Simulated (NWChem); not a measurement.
Species: methanol (CH₄O); SMILES OC

Results from NWChem. Pople sets run with spherical d functions. Each level has its own optimisation; frequencies are unscaled.

| level | r C–O (Å) | r H–O (Å) | highest harmonic frequency (cm⁻¹) | lowest (cm⁻¹) | zero-point energy (kcal/mol) | dipole (D) |
|---|---|---|---|---|---|---|
| Hartree-Fock/STO-3G | 1.433 | 0.991 | 4228 | 400 | 37.9 | 1.51 |
| Hartree-Fock/3-21G | 1.441 | 0.966 | 3870 | 357 | 34.2 | 2.12 |
| Hartree-Fock/6-31G* | 1.399 | 0.947 | 4103 | 348 | 34.7 | 1.86 |
| B3LYP/6-31G* | 1.418 | 0.969 | 3751 | 346 | 32.3 | 1.68 |
| LDA (Slater exchange, VWN5)/def2-SVP | 1.389 | 0.973 | 3745 | 342 | 31.1 | 1.57 |
| PBE/def2-SVP | 1.410 | 0.974 | 3717 | 341 | 31.1 | 1.55 |
| BLYP/def2-SVP | 1.422 | 0.976 | 3662 | 337 | 31.0 | 1.54 |
| PBE0/def2-SVP | 1.397 | 0.962 | 3897 | 341 | 32.3 | 1.64 |
